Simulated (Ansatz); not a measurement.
# SiH₂ (singlet): from Hartree-Fock to the top rungs at scale of all distances = 1.102, cc-pVDZ

One table from this session's results is given with a row withheld; the runs are named, their logs left out.

The runs use Ansatz 0.2.0, Gaussian basis; cc-pVDZ, core rule «outside noble gas», up to 5 orbitals frozen.

To be run: UHF; CCSD(T) on RHF; CCSD(T) on UHF; BCCD(T) on RHF; CISD; CCSDT(Q) on RHF; CCSDT(Q) on UHF; CISDTQ; CCSDTQ on RHF; CASSCF and MRCISD+Q, 2 electrons in 2 orbitals; CASSCF and NEVPT2, 2 electrons in 2 orbitals; CASSCF and MRCISD+Q, 6 electrons in 6 orbitals; CASSCF and NEVPT2, 6 electrons in 6 orbitals; Full CI.

16 further runs of the same task are left out: 2 for a mislabelled method, 10 that didn't finish, 4 set aside as unsound or not needed.

## What is computed

The geometry derives from a PBE0/def2-TZVP stationary point (not a proven minimum). All distances are scaled together.

3 atoms, charge 0, spin multiplicity 1.

Atoms are counted from 1 here; the program's logs count them from 0.

Bond lengths: Si1–H2 1.681 Å, Si1–H3 1.681 Å. Angles: H2–Si1–H3 91.2°.

Set-up of the first run:

in.yaml

```yaml
crystal:
  periodic: [false, false, false]
  atoms:
    - {symbol: Si, position_ang: [0.000000, -0.078768, 0.000000]}
    - {symbol: H, position_ang: [0.000000, 1.097401, -1.201193]}
    - {symbol: H, position_ang: [0.000000, 1.097401, 1.201193]}
basis:
  gaussian: {orbitals: cc-pVDZ}
magnetization: {spin_polarized: true, initial_magnetization: 0}
hamiltonian: {xc: hf}
output: {orbitals: {seedname: orbitals}}
```

Started as:

```sh
> ansatz run in.yaml --threads 1 --pin off --events-out ev --progress --plain --max-ram 2393MiB
```

Among the steps run: UHF; CCSD(T) on RHF; CCSD(T) on UHF; BCCD(T) on RHF; CISD; CCSDT(Q) on RHF; CCSDT(Q) on UHF; CISDTQ; CCSDTQ on RHF; CASSCF and MRCISD+Q, 2 electrons in 2 orbitals; CASSCF and NEVPT2, 2 electrons in 2 orbitals; CASSCF and MRCISD+Q, 6 electrons in 6 orbitals; CASSCF and NEVPT2, 6 electrons in 6 orbitals; Full CI.

One of the session's tables, all rows but one given; the rest of the session is left out.

| method | from FCI (meV) |
| --- | --- |
| RHF | +3327.2 |
| UHF | +3266.2 |
| RMP2 | +902.1 |
| CISD | ? |
| RCCSD | +91.4 |
| RCCSD(T) | +22.3 |
| BCCD(T) | +22.2 |
| RCCSDT | +3.3 |
| CISDTQ | +5.5 |
| RCCSDT(Q) | +0.6 |
| RCCSDTQ | 0.0 |
| CASSCF pair | +2792.4 |
| NEVPT2 pair | +814.0 |
| CASSCF valence | +1826.9 |
| NEVPT2 valence | +587.2 |
| MRCISD valence | +86.3 |
| MRCISD+Q valence | +14.3 |
| FCI | 0 |

Q: Estimate the row for CISD from the others.

As computed: from FCI (meV): +242.8. In the column «from FCI (meV)» it lies between RCCSD (+91.4) and NEVPT2 valence (+587.2).

Not comparable, so not listed: CCSD(T) on UHF; CASSCF and MRCISD+Q, 2 electrons in 2 orbitals (they don't share determinant, frozen orbitals or solution with the rows shown, or repeat one).

Caveats from the session: Warnings in the runs' records: passed over end.
